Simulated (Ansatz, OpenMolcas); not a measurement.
**How methods differ on PH2 (SMILES [PH2])**

PH2 has 3 atoms, charge 0, and is taken as a doublet. SMILES: `[PH2]`. The shape is that of a GFN2-xTB optimisation.

```xyz
3

P     0.5145   -0.3028    0.2527
H     0.1115    1.0274    0.1724
H    -0.6260   -0.7246   -0.4251
```

Quantity: the energy change with the P1–H3 bond stretched from 1.392 to 2.784 Å, in eV. The values are calculated.

| level | kind | program | value (eV) | less FCI/6-31G* |
| --- | --- | --- | --- | --- |
| UHF/6-31G* (spherical functions) | Hartree–Fock | Ansatz | 2.28 | -0.37 |
| U-revPBE/6-31G* (spherical functions) | GGA | Ansatz | 3.01 | +0.36 |
| UPBE0/6-31G* (spherical functions) | global hybrid | Ansatz | 3.09 | +0.44 |
| UCAM-B3LYP/6-31G* (spherical functions) | range-separated hybrid | Ansatz | 3.14 | +0.49 |
| RPA@PBE/6-31G* (spherical functions) | RPA | Ansatz | 2.92 | +0.27 |
| UMP2/6-31G* (spherical functions) | perturbation theory | Ansatz | 2.72 | +0.07 |
| UBCCD(T)/6-31G* (spherical functions) | coupled cluster or CI | Ansatz | 2.72 | +0.07 |
| FCI/3-21G | exact in the basis | OpenMolcas | 2.26 | -0.39 |
| FCI/6-31G* (spherical functions) | exact in the basis | Ansatz | 2.65 | 0.00 |

FCI/6-31G* (spherical functions) is exact within its basis and frozen core, so for wave-function methods in that basis the difference is their error; functionals converge differently with the basis, so for them it is only a difference. The first shape isn't each level's own minimum. The values span 2.26 to 3.14 eV. Spin contamination of the reference (⟨S²⟩ at least 0.1 too high) touches UHF/6-31G*, U-revPBE/6-31G*, UPBE0/6-31G*, UCAM-B3LYP/6-31G*, RPA@PBE/6-31G*, UMP2/6-31G*, UBCCD(T)/6-31G*. High-level rows in very small sets aren't better than simpler rows in larger ones.
